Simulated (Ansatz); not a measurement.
Geometry optimisation, UKS r2SCANh/STO-3G (Ansatz).

input.yaml

```yaml
crystal:
  periodic: [false, false, false]
  atoms:
    - { symbol: O, position_ang: [-1.05656, -1.64674, -0.72035] }
    - { symbol: B, position_ang: [-0.49023, -0.48413, -0.62603] }
    - { symbol: Al, position_ang: [0.56912, 1.00917, 0.26514] }
    - { symbol: H, position_ang: [-1.07783, -2.35612, -0.07151] }
    - { symbol: H, position_ang: [0.79652, 2.33793, -0.53312] }
    - { symbol: H, position_ang: [1.25899, 1.1399, 1.68587] }
magnetization:
  spin_polarized: true
  initial_magnetization: 1
basis:
  gaussian: { orbitals: STO-3G }
hamiltonian:
  xc: r2scanh
relax:
  f_tol: 0.015
  max_steps: 40
output:
  orbitals: {}
```

Command:

```bash
$ ansatz run input.yaml --threads 1 --pin off --max-ram 2048MiB --backend cpu --events-out ev --progress --plain --runs-dir out
```

Problem. Where does it end, and by what steps?

Solution. The forces met the threshold. Limits of this set-up: minimal basis. After 16 steps the energy has fallen by 0.921 eV; H4 moved furthest, 0.81 Å.

```
step  energy less start (eV)  largest force component (eV/Å)  accepted
   0                  0.0000                           2.991       yes
   1                 -0.3928                           0.874       yes
   2                 -0.4946                           0.907       yes
   3                 -0.5591                           0.246       yes
   4                 -0.5546                           0.477        no
   5                 -0.5733                           0.088       yes
   6                 -0.5868                           0.145       yes
   7                 -0.6038                           0.932       yes
   8                 -0.6787                           0.809       yes
   9                 -0.7499                           1.036       yes
  10                 -0.8465                           0.547       yes
  11                 -0.8686                           0.858       yes
  12                 -0.7904                           0.985        no
  13                 -0.9151                           0.266       yes
  14                 -0.9148                           0.146        no
  15                 -0.9209                           0.029       yes
  16                 -0.9210                           0.013       yes
```

```xyz
6
Properties=species:S:1:pos:R:3
O -0.859 -1.708 -0.713
B -0.054 -0.665 -0.532
Al 0.621 0.963 0.278
H -1.643 -1.771 -0.056
H 0.234 2.296 -0.295
H 1.700 0.884 1.319
```

Whether the end is a true minimum wasn't checked by a vibrational analysis.

Run time: 43 s on 1 thread of Arm Neoverse V2, with other jobs on the host, peak memory 0.17 GiB.
